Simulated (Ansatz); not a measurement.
Compare A (`CN(C)CO`) with its isomer B (`CNCOC`).

Calculated with Ansatz (gas phase, PBE0-D4/def2-TZVP geometries, no zero-point term in ΔE). CBS: MP2 limit from def2 TZ/QZ plus the TZ coupled-cluster correction, frozen cores. DFT in def2-TZVPP. B3LYP here is the variant with VWN-RPA as its local correlation; programs differ in this. Each species was taken in one conformer, which may not be the lowest.

A:

```xyz
14

C     0.909    1.019   -0.337
N    -0.230    0.256    0.124
C    -0.108   -0.101    1.517
C    -0.495   -0.885   -0.712
O    -0.951   -0.500   -1.978
H     0.973    1.961    0.212
H     1.861    0.475   -0.200
H     0.793    1.243   -1.398
H    -0.005    0.804    2.120
H    -1.005   -0.630    1.849
H     0.767   -0.743    1.726
H    -1.231   -1.512   -0.190
H     0.404   -1.496   -0.900
H    -1.683    0.109   -1.833
```

B:

Z-matrix (Å, degrees):
```
C
N 1 1.447
H 1 1.091 2 109.5
H 1 1.098 2 114.3 3 122.2
H 1 1.093 2 109.0 3 -117.5
C 2 1.423 1 115.3 3 176.6
H 2 1.010 1 111.9 3 -53.8
O 6 1.418 2 116.7 1 56.0
H 6 1.099 2 108.2 1 179.7
H 6 1.093 2 109.0 1 -61.8
C 8 1.400 6 113.3 2 68.0
H 11 1.100 8 111.5 6 55.0
H 11 1.099 8 112.5 6 -66.9
H 11 1.090 8 107.6 6 174.1
```

Q: Which isomer does CCSD(T)/CBS put lower? Give the gap. (An estimate is asked.)

A: The calculation gave: A, by 5.3 kcal/mol.

Q: Give E(B) − E(A) in kcal/mol with B3LYP, PBE0-D4, B2PLYP, BLYP-D4, HF/def2-TZVPP, LDA (SPW92), CCSD/def2-TZVPP. (Best estimate.)

A: Computed: B3LYP 3.4, PBE0-D4 4.8, B2PLYP 4.3, BLYP-D4 3.5, HF/def2-TZVPP 3.1, LDA (SPW92) 5.7, CCSD/def2-TZVPP 5.0. None reverses the order clearly.

Q: Does the order hold for the free energy at 298.15 K (harmonic terms from PBE0-D4)? (Best estimate.)

A: Computed: Yes: G(B) − G(A) = +5.1 kcal/mol, for one conformer each.

Largest T1 diagnostic: 0.010.

Leaving LDA and LC-ωPBE aside and taking each functional with its dispersion term where it has one, the values, not all of them listed here, spread over 1.9 kcal/mol, from BLYP-D4 to PBE-QIDH. LDA lies +1.4 kcal/mol from PBE without D4. In def2-TZVPP, CCSD(T) changes the Hartree–Fock value by +2.1 kcal/mol (the triples alone add +0.2 kcal/mol) and MP2 by +3.0 kcal/mol.
